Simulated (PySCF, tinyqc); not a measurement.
Coupled-perturbed Hartree-Fock on RHF in the sto-3g basis, for LiH, spin multiplicity 1, step by step. The lowest restricted solution is unstable here: a spin-polarised one lies 0.0068 hartree lower (PySCF). One step of it, computed by the program tinyqc.

Question. Response to a field: uncoupled start. Field along z; U_ai = -mu_ai / (e_a - e_i), alpha = -4 sum U_ai mu_ai.

orbital energies (hartree): MO1 -2.368855, MO2 -0.230389, MO3 0.069668, MO4 0.159679, MO5 0.159679, MO6 0.373060

dipole integrals <a|z|i> (bohr):
```
           i1         i2
a3  -0.131814  -0.857769
a4   0.000000   0.000000
a5   0.000000   0.000000
a6  -0.145544   1.134223
```

Give: uncoupled U; uncoupled polarisability.

Answer.

uncoupled U:
```
        i1       i2
a3  0.0541   2.8587
a4  0.0000   0.0000
a5  0.0000   0.0000
a6  0.0531  -1.8796
```

uncoupled polarisability = 18.3952 bohr^3
